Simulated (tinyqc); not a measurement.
RHF in the sto-3g basis, for H2O, spin multiplicity 1, step by step (part 2 of 2). Computed by tinyqc, a small Python program that keeps every step (integrals from PySCF). Command: `OMP_NUM_THREADS=1 python tinyqc.py 31942 31943 out.jsonl` (the two numbers bound the seeds that draw the settings). One thread of a shared host (Intel(R) Xeon(R) Processor @ 2.60GHz), about 0.05 s of CPU time with the checks.

Geometry (angstrom):
```
atom         x          y         z
O     0.000000   0.000000  0.000000
H     0.000000   0.928000  0.668000
H     0.000000  -0.980000  0.705000
```

## Iteration 13 (converged): orbitals

converged F (hartree), order 1O 1s, 1O 2s, 1O 2px, 1O 2py, 1O 2pz, 2H 1s, 3H 1s:
$$\begin{pmatrix}
-20.260306 & -5.163826 & 0.000000 & -0.001093 & -0.023588 & -0.770318 & -0.663583 \\
-5.163826 & -2.395931 & 0.000000 & -0.010089 & -0.051812 & -0.741399 & -0.664948 \\
0.000000 & 0.000000 & -0.385409 & 0.000000 & 0.000000 & 0.000000 & 0.000000 \\
-0.001093 & -0.010089 & 0.000000 & -0.200714 & -0.011915 & -0.354964 & 0.333390 \\
-0.023588 & -0.051812 & 0.000000 & -0.011915 & -0.243830 & -0.298903 & -0.283400 \\
-0.770318 & -0.741399 & 0.000000 & -0.354964 & -0.298903 & -0.378687 & -0.184558 \\
-0.663583 & -0.664948 & 0.000000 & 0.333390 & -0.283400 & -0.184558 & -0.329344
\end{pmatrix}$$

X, order 1O 1s, 1O 2s, 1O 2px, 1O 2py, 1O 2pz, 2H 1s, 3H 1s:
$$\begin{pmatrix}
1.023364 & -0.134203 & 0.000000 & -0.000765 & -0.005921 & 0.018361 & 0.016632 \\
-0.134203 & 1.127382 & 0.000000 & 0.008613 & 0.054447 & -0.207646 & -0.179694 \\
0.000000 & 0.000000 & 1.000000 & 0.000000 & 0.000000 & 0.000000 & 0.000000 \\
-0.000765 & 0.008613 & 0.000000 & 1.061238 & 0.003997 & -0.164236 & 0.148754 \\
-0.005921 & 0.054447 & 0.000000 & 0.003997 & 1.028114 & -0.106521 & -0.094360 \\
0.018361 & -0.207646 & 0.000000 & -0.164236 & -0.106521 & 1.110824 & -0.046791 \\
0.016632 & -0.179694 & 0.000000 & 0.148754 & -0.094360 & -0.046791 & 1.089696
\end{pmatrix}$$

Diagonalise F' = X^T F X, C = X C', fill 5 alpha and 5 beta electrons from the bottom; D = 2 C_occ C_occ^T. Each column has its largest component positive (the first on a tie).

F' = X^T F X (hartree):
$$\begin{pmatrix}
-19.887767 & -2.679101 & 0.000000 & -0.002661 & -0.048827 & -0.076056 & -0.053433 \\
-2.679101 & -1.341105 & 0.000000 & 0.007058 & 0.090222 & -0.379803 & -0.336240 \\
0.000000 & 0.000000 & -0.385409 & 0.000000 & 0.000000 & 0.000000 & 0.000000 \\
-0.002661 & 0.007058 & 0.000000 & -0.005543 & -0.001831 & -0.384022 & 0.360419 \\
-0.048827 & 0.090222 & 0.000000 & -0.001831 & -0.144549 & -0.282278 & -0.263825 \\
-0.076056 & -0.379803 & 0.000000 & -0.384022 & -0.282278 & -0.029679 & -0.050057 \\
-0.053433 & -0.336240 & 0.000000 & 0.360419 & -0.263825 & -0.050057 & -0.038861
\end{pmatrix}$$

orbital energies (hartree): MO1 -20.268403, MO2 -1.185284, MO3 -0.521592, MO4 -0.415899, MO5 -0.385409, MO6 0.407229, MO7 0.536445

coefficients C, order 1O 1s, 1O 2s, 1O 2px, 1O 2py, 1O 2pz, 2H 1s, 3H 1s:
$$\begin{pmatrix}
0.994552 & -0.242687 & 0.012263 & 0.084912 & 0.000000 & 0.100023 & -0.023169 \\
0.023238 & 0.910041 & -0.063590 & -0.431803 & 0.000000 & -0.572464 & 0.143245 \\
0.000000 & 0.000000 & 0.000000 & 0.000000 & 1.000000 & 0.000000 & 0.000000 \\
0.000271 & 0.010404 & 0.601435 & -0.044374 & 0.000000 & 0.158747 & 0.886802 \\
0.002611 & 0.065665 & 0.057471 & 0.746144 & 0.000000 & -0.704974 & 0.137635 \\
-0.004317 & 0.143676 & 0.474875 & 0.308014 & 0.000000 & 0.552082 & -0.819792 \\
-0.003783 & 0.125668 & -0.433280 & 0.386751 & 0.000000 & 0.780564 & 0.539287
\end{pmatrix}$$

D after iteration 13, order 1O 1s, 1O 2s, 1O 2px, 1O 2py, 1O 2pz, 2H 1s, 3H 1s:
$$\begin{pmatrix}
2.110783 & -0.470376 & 0.000000 & 0.002705 & 0.101443 & -0.014369 & -0.013469 \\
-0.470376 & 2.038425 & 0.000000 & -0.019219 & -0.532047 & -0.065096 & -0.050346 \\
0.000000 & 0.000000 & 2.000000 & 0.000000 & 0.000000 & 0.000000 & 0.000000 \\
0.002705 & -0.019219 & 0.000000 & 0.727602 & 0.004279 & 0.546864 & -0.552889 \\
0.101443 & -0.532047 & 0.000000 & 0.004279 & 1.128706 & 0.533076 & 0.543825 \\
-0.014369 & -0.065096 & 0.000000 & 0.546864 & 0.533076 & 0.682081 & -0.137114 \\
-0.013469 & -0.050346 & 0.000000 & -0.552889 & 0.543825 & -0.137114 & 0.706228
\end{pmatrix}$$

## Convergence

Stop when the energy changes by less than 1e-08 hartree and every element of the error matrix X^T (F D S - S D F) X is below 3e-05.

Course of the cycle:
```
iteration   E (hartree)     change  largest element of the error matrix
1          -74.39395504          -                             5.08e-01
2          -74.88112055  -4.87e-01                             1.39e-01
3          -74.90210009  -2.10e-02                             3.22e-02
4          -74.90393213  -1.83e-03                             1.10e-02
5          -74.90415481  -2.23e-04                             4.11e-03
6          -74.90419762  -4.28e-05                             1.70e-03
7          -74.90420783  -1.02e-05                             8.43e-04
8          -74.90421044  -2.61e-06                             4.13e-04
9          -74.90421113  -6.81e-07                             2.20e-04
10         -74.90421130  -1.78e-07                             1.12e-04
11         -74.90421135  -4.68e-08                             5.78e-05
12         -74.90421136  -1.23e-08                             2.96e-05
13         -74.90421137  -3.22e-09                             1.52e-05
```

PySCF RHF in the same basis = -74.90421137 hartree

Converged in 13 iterations.

## Populations, bond orders and dipole

overlap S, order 1O 1s, 1O 2s, 1O 2px, 1O 2py, 1O 2pz, 2H 1s, 3H 1s:
$$\begin{pmatrix}
1.000000 & 0.236704 & 0.000000 & 0.000000 & 0.000000 & 0.034644 & 0.029811 \\
0.236704 & 1.000000 & 0.000000 & 0.000000 & 0.000000 & 0.361349 & 0.326875 \\
0.000000 & 0.000000 & 1.000000 & 0.000000 & 0.000000 & 0.000000 & 0.000000 \\
0.000000 & 0.000000 & 0.000000 & 1.000000 & 0.000000 & 0.262944 & -0.243168 \\
0.000000 & 0.000000 & 0.000000 & 0.000000 & 1.000000 & 0.189275 & 0.174932 \\
0.034644 & 0.361349 & 0.000000 & 0.262944 & 0.189275 & 1.000000 & 0.138308 \\
0.029811 & 0.326875 & 0.000000 & -0.243168 & 0.174932 & 0.138308 & 1.000000
\end{pmatrix}$$

Mulliken: Z minus the diagonal of D S on the atom; Loewdin: the same with S^(1/2) D S^(1/2); Mayer order: 2 sum_s sum (D(s) S)_ij (D(s) S)_ji over the two atoms.

Charges (e):
```
atom   Mulliken    Loewdin
1O    -0.216227  -0.161431
2H     0.116210   0.085714
3H     0.100017   0.075717
```

Mayer bond orders:
```
pair     order
2-1   0.976017
3-1   0.979519
3-2   0.010478
```

dipole moment about the origin, x y z (debye): [0.000000, 0.043588, 1.412108]
